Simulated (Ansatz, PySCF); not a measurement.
PBE against other levels and measurement: rock-salt NaF

Programs: Ansatz (a first-principles code), PySCF.

For which of these properties of rock-salt NaF does PBE miss the measurement, in which direction and by how much: lattice constant a, bulk modulus, cohesive energy, band gap, high-frequency dielectric constant, static dielectric constant, Born effective charge (magnitude), zone-centre TO phonon frequency, zone-centre LO phonon frequency, elastic constant C11, elastic constant C44?

PBE is well off the measurement for the lattice constant a (+2.60 %, at least halved by PBEsol, r²SCAN); bulk modulus (-15.8 %, at least halved by r²SCAN); band gap (-5.38 eV); elastic constant C11 (-16.7 %, at least halved by PBEsol).  In between, or not called against an uncorrected reference: cohesive energy (-0.15 eV/atom), high-frequency dielectric constant (+6.9 %), static dielectric constant (+11.2 %), Born effective charge (magnitude) (0.0 %), zone-centre TO phonon frequency (-10.8 %), zone-centre LO phonon frequency (-7.8 %), elastic constant C44 (-7.6 %).

```
property                                          PBE    LDA  PBEsol  r²SCAN            reference  PBE less reference
--------------------------------------  -------------  -----  ------  ------  -------------------  ------------------
lattice parameter a (Å)                         4.701  4.503   4.629   4.594                4.582             +2.60 %
bulk modulus (GPa)                               44.7   61.2    48.5    54.4                 53.1             -15.8 %
cohesive energy (eV/atom)                        3.82   4.37    3.96    3.93                 3.97       -0.15 eV/atom
band gap (eV), at the measured cell     6.32 (direct)   5.98    6.18    7.14  11.7* (11.50–11.70)            -5.38 eV
high-frequency dielectric constant               1.86   1.93    1.90    1.82                1.74*              +6.9 %
dielectric constant ε0 (ions relaxed)            5.64   4.64    5.30    4.67    5.07* (4.73–5.10)             +11.2 %
Born effective charge (magnitude) (e)            1.02   1.00    1.01    1.00                1.02*               0.0 %
TO(Γ) frequency (cm⁻¹)                            224    276     240     262       251* (239–262)             -10.8 %
zone-centre LO phonon frequency (cm⁻¹)            389    427     401     420                 422*              -7.8 %
elastic constant C11 (GPa)                       90.0    134     101     118                  108             -16.7 %
elastic constant C44 (GPa)                       26.8   29.1    27.2    28.8                 29.0              -7.6 %
Voigt–Reuss–Hill shear modulus (GPa)             29.5   37.5    31.7    35.4                    –                   –
```

Where no measured value is used, PBE differs from r²SCAN by -16.7 % in the Voigt–Reuss–Hill shear modulus.

A star marks values at room or unstated temperature without corrections; heat and zero-point motion as a rule enlarge cells and lower moduli and gaps.

Low-temperature values still hold zero-point motion unless their source removed it.

Called good within 0.30 % for the lattice constant a, 5.0 % for the bulk modulus, 0.10 eV/atom for the cohesive energy (and 5 % of it), 5.0 % for the elastic constant C11, 5.0 % for the elastic constant C44.

Called well off beyond 0.62 % for the lattice constant a, 12.5 % for the bulk modulus, 0.25 eV/atom for the cohesive energy, 2.05 eV for the band gap, 50 % for the high-frequency dielectric constant, 34 % for the static dielectric constant, 15.0 % for the Born effective charge (magnitude), 23 % for the zone-centre TO phonon frequency, 15.0 % for the zone-centre LO phonon frequency, 12.5 % for the elastic constant C11, 12.5 % for the elastic constant C44 (bounds picked here from the quality of each reference).

Brackets give the range of the sources taken for a reference, where it is wide.

Differences are worked out from the printed values.

The references are measured values: lattice constant a corrected to a static lattice, bulk modulus corrected to a static lattice, cohesive energy corrected to a static lattice, band gap temperature unstated, high-frequency dielectric constant room temperature, unchecked, static dielectric constant room temperature, Born effective charge (magnitude) temperature unstated, zone-centre TO phonon frequency temperature unstated, zone-centre LO phonon frequency temperature unstated, elastic constant C11 low temperature, elastic constant C44 low temperature.

Unless a row names a cell, each level is at its own relaxed cell.

Density-functional gaps are differences of (generalised) Kohn–Sham levels.

Ansatz's density-functional and Hartree–Fock values are scalar-relativistic unless marked +SOC, with PAW data made under PBE.

References as tabulated in Mejia-Rodriguez and Trickey (2018), arXiv:1807.09216; arXiv:2311.05107; X. Wang et al., RSC Advances (2016); Koller et al. (2013), arXiv:1304.4470 and others.
